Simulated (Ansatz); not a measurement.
**AlO2+ (triplet): from Hartree-Fock to the top rungs, cc-pVDZ**

The task here is to estimate one member of a computed series from the others.

Computed with Ansatz 0.2.0, Gaussian basis. Level: cc-pVDZ, core rule «outside noble gas», up to 7 orbitals frozen.

Plan: UHF; CCSD(T) on ROHF; CCSD(T) on UHF; BCCD(T) on ROHF; CISD; CCSDT(Q) on ROHF; CCSDT(Q) on UHF.

38 further runs of the same task are left out: 17 for a known fault of the program, 11 that didn't finish, 10 set aside as unsound or not needed.

## The system

The geometry is a PBE0/def2-TZVP stationary point (not a proven minimum) of the parent state, kept for this charge and spin.

3 atoms, charge 1, spin multiplicity 3.

Atoms are counted from 1 here; the program's logs count them from 0.

Bond lengths: O1–Al2 1.782 Å, Al2–O3 1.782 Å. Angles: O1–Al2–O3 180.0°.

The first run:

Contents of in.yaml:

```yaml
crystal:
  periodic: [false, false, false]
  atoms:
    - {symbol: O, position_ang: [0.000000, 0.000000, 1.781800]}
    - {symbol: Al, position_ang: [0.000000, 0.000000, 0.000000]}
    - {symbol: O, position_ang: [0.000000, 0.000000, -1.781800]}
basis:
  gaussian: {orbitals: cc-pVDZ}
total_charge: 1
magnetization: {spin_polarized: true, initial_magnetization: 2}
hamiltonian: {xc: hf}
output: {orbitals: {seedname: orbitals}}
```

Run with:

```
ansatz run in.yaml --threads 1 --pin off --events-out ev --progress --plain --max-ram 2393MiB
```

Among the steps run: UHF; CCSD(T) on ROHF; CCSD(T) on UHF; BCCD(T) on ROHF; CISD; CCSDT(Q) on ROHF; CCSDT(Q) on UHF.

One table of the session follows, with a row left open; its other results are not shown here.

| method | from UCCSDT(Q) (meV) |
| --- | --- |
| ROHF | +10073.1 |
| UHF | +9866.3 |
| RMP2 | +972.6 |
| UMP2 | +972.1 |
| CISD | +1119.0 |
| RCCSD | +323.3 |
| UCCSD | ? |
| RCCSD(T) | +81.3 |
| UCCSD(T) | +80.7 |
| BCCD(T) | +80.9 |
| RCCSDT | +39.2 |
| UCCSDT | +37.9 |
| RCCSDT(Q) | +8.4 |
| UCCSDT(Q) | 0 |

**Question.** Estimate the row for UCCSD.

As computed: from UCCSDT(Q) (meV): +319.8. In the column «from UCCSDT(Q) (meV)» it lies between RCCSD(T) (+81.3) and RCCSD (+323.3).

Caveats from the session: Restricted and unrestricted rows rest on different reference determinants; where their highest levels disagree by more than a few hundredths of an eV, they describe different states and don't form one ladder.
